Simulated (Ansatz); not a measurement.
Mulliken charges of C₂H₄OS, SMILES `OCC=S` from PBE/def2-TZVPP in Ansatz (PBE0-D4/def2-TZVP geometry).

```csv
atom,x (Å),y (Å),z (Å),charge (e)
O1,-1.056,0.870,0.631,-0.301
C2,0.245,0.477,0.371,0.115
C3,0.384,-0.699,-0.525,-0.041
S4,-0.861,-1.490,-1.168,-0.193
H5,-1.632,0.256,0.143,0.175
H6,0.777,0.234,1.307,0.071
H7,0.821,1.300,-0.087,0.071
H8,1.413,-1.005,-0.726,0.104
```

Q: By hand: the dipole of these point charges (1 e Å = 4.8032 D).

A: Σ q r = (0.471, 0.158, 0.136) e Å, of length 0.515 e Å = 2.47 D.

Q: How does the dipole of the full density compare? (Estimate.)

A: Computed: (0.409, -0.009, 0.006) e Å, 1.97 D; the point charges give 1.25 times that, at 24° from its direction.

Point charges leave out the atoms' own dipoles, such as those of lone pairs, and Mulliken's split depends on the basis, so the two needn't agree.
